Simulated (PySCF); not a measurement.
Species: C₄H₆S.
SMILES: `C=C(C)C=S`

The calculation used MP2 and CCSD/aug-cc-pVDZ in PySCF, restricted Hartree–Fock reference, frozen core, non-relativistic, gas phase, PBE0-D3(BJ)/def2-SVP geometry.

E(HF) = -552.47873 Eh.

Q: How large is the problem?

A: 173 basis functions and 46 electrons; 9 orbitals frozen, which leaves o = 14 correlated occupied and v = 150 virtual orbitals. That is o·v = 2100 singles and o·v(o·v + 1)/2 = 2206050 distinct closed-shell doubles amplitudes before symmetry; the costliest CCSD step grows as o²v⁴ = 9.9 × 10^10.

Q: What are the MP2 and CCSD correlation energies?

A: MP2 -0.7029 Eh and CCSD -0.7529 Eh, which gives totals of -553.18167 and -553.23166 Eh. That is 0.732 eV for each correlated electron at CCSD (1977 kJ/mol in all, 0.136 % of the total energy); MP2 gives 93.4 % of the CCSD value.

Q: What is the T1 diagnostic?

A: 0.0155, below the customary warning level of 0.02. It is the norm of the spatial-orbital singles amplitudes over the root of the number of correlated electrons, so the norm is 0.082.

Q: How does correlation change the dipole moment?

A: HF gives 3.28 D and CCSD (unrelaxed density) 2.47 D, a change of -0.81 D.

Connected triples and the basis-set limit are missing.

The job also held the EOM ionisation roots. Hardware: Arm Neoverse V2, one thread, no GPU, on a shared host. Cost: 8.0 min, 3.1 GiB resident at most.

Conformer computed: `[CH2:1]=[C:2]([CH3:3])[CH:4]=[S:5]`: C1–C2–C4–S5 180°.

One conformer stands for the species.
